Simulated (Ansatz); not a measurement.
Program: Ansatz. Geometries: PBE0-D4/def2-TZVP. ΔE: electronic, gas phase. CBS: MP2 limit from def2 TZ/QZ plus the TZ coupled-cluster correction, frozen cores. This one scheme is used for every species, atoms too. DFT in def2-TZVPP. B3LYP here is the variant with VWN-RPA as its local correlation; programs differ in this. No spin–orbit coupling; open shells (•) take unrestricted orbitals. Spin–orbit coupling would lower the free atoms: a little for C, F, O. One conformer a species, not always the lowest.

Consider the atomization: `N/C=C1\OC1F` → 3 C• + F• + 4 H• + N• + O•.

```
         level  ΔE (kJ/mol)  difference from CCSD(T)/CBS
       PBE0-D4       4149.5                         70.4
      B3LYP-D4       4100.1                         21.0
       ωB97M-V       4113.6                         34.5
        B2PLYP       4055.0                        -24.1
          PBE0       4135.6                         56.5
         B3LYP       4073.7                         -5.4
MP2/def2-TZVPP       4088.9                          9.8
 HF/def2-QZVPP       2703.7                      -1375.4
  HF/CBS(def2)       2704.7                      -1374.4
CCSD/CBS(def2)       3985.2                        -93.9
   CCSD(T)/CBS       4079.1                            0
```

Largest T1 diagnostic among the species: 0.014.

The D4 term adds +26.4 kJ/mol with B3LYP and +13.8 kJ/mol with PBE0; it sums over pairs of atoms, weighted by their polarisabilities, and B3LYP, whose exchange is more repulsive, gets the larger term. In def2-TZVPP, CCSD(T) changes the Hartree–Fock value by +1255.1 kJ/mol (the triples alone add +93.8 kJ/mol) and MP2 by +1392.4 kJ/mol; breaking electron pairs costs correlation energy, which Hartree–Fock lacks.

For atomizations the MP2-based limit and the directly extrapolated one differ by several kJ/mol either way, and by 10 to 25 for some Ge, Se and Sn compounds, so smaller differences from it don't rank the levels.
